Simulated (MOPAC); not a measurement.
MOPAC input (PM3):

```
PM3 1SCF CHARGE=-1 GEO-OK AUX(PRECISION=9) THREADS=1
C2H2F

C     0.13152232 1    0.38672480 1    0.01599482 1
C     1.26715633 1   -0.26934746 1   -0.00652910 1
F    -1.14692546 1   -0.29258346 1   -0.01565564 1
H    -0.14655768 1    1.44553984 1    0.05762139 1
H     2.07681501 1    0.48344726 1    0.02648506 1
```

From the last part of the output:

```
                                                       MOPAC v23.2.5 Linux

          FINAL HEAT OF FORMATION =         10.64483 KCAL/MOL =      44.53795 KJ/MOL

          COSMO AREA              =         79.05 SQUARE ANGSTROMS
          COSMO VOLUME            =         60.90 CUBIC ANGSTROMS

          IONIZATION POTENTIAL    =          1.956678 EV
          HOMO LUMO ENERGIES (EV) =         -1.957  8.159
          NO. OF FILLED LEVELS    =          9
          MOLECULAR WEIGHT        =         45.0362         POINT GROUP:  Cs

          MOLECULAR DIMENSIONS (Angstroms)

            Atom       Atom       Distance
            H     5    F     3     3.31610
            H     4    C     2     1.99959
            H     4    C     1     0.00000

          SCF CALCULATIONS        =          1

   ATOM   CHEMICAL          X               Y               Z
  NUMBER   SYMBOL      (ANGSTROMS)     (ANGSTROMS)     (ANGSTROMS)

     1       C          0.13152232  *   0.38672480  *   0.01599482  *
     2       C          1.26715633  *  -0.26934746  *  -0.00652910  *
     3       F         -1.14692546  *  -0.29258346  *  -0.01565564  *
     4       H         -0.14655768  *   1.44553984  *   0.05762139  *
     5       H          2.07681501  *   0.48344726  *   0.02648506  *

                             CARTESIAN COORDINATES

   1    C        0.131522320     0.386724800     0.015994820
   2    C        1.267156330    -0.269347460    -0.006529100
   3    F       -1.146925460    -0.292583460    -0.015655640
   4    H       -0.146557680     1.445539840     0.057621390
   5    H        2.076815010     0.483447260     0.026485060

           Empirical Formula: C2 H2 F  =     5 atoms

      MOLECULAR POINT GROUP   :   Cs

                  EIGENVALUES
 -25.08770 -16.27848 -12.27602 -11.23903 -10.11232  -8.60800  -7.47961  -3.66921
  -1.95668   8.15853   8.77500   9.60876  11.38210  12.55762

              NET ATOMIC CHARGES AND DIPOLE CONTRIBUTIONS

  ATOM NO.   TYPE          CHARGE      No. of ELECS.   s-Pop       p-Pop
    1          C          -0.207583        4.2076     1.20717     3.00041
    2          C          -0.540467        4.5405     1.54947     2.99100
    3          F          -0.260333        7.2603     1.83517     5.42517
    4          H           0.029324        0.9707     0.97068
    5          H          -0.020941        1.0209     1.02094
 DIPOLE           X         Y         Z       TOTAL
 POINT-CHG.    -2.541     0.599     0.015     2.611
 HYBRID        -0.356     2.007     0.079     2.040
 SUM           -2.896     2.606     0.095     3.898

          ATOMIC ORBITAL ELECTRON POPULATIONS

     Atom    s        px        py        pz
    1  C   1.20717   0.87607   0.88437   1.23997
    2  C   1.54947   0.88808   1.32727   0.77566
    3  F   1.83517   1.54975   1.89097   1.98444
    4  H   0.97068
    5  H   1.02094

 **********************
 *                    *
 * JOB ENDED NORMALLY *
 *                    *
 **********************

 == MOPAC DONE ==
```

The dipole moment of an ion depends on the origin.

The geometry given is a B3LYP-D3(BJ)/def2-TZVP minimum.
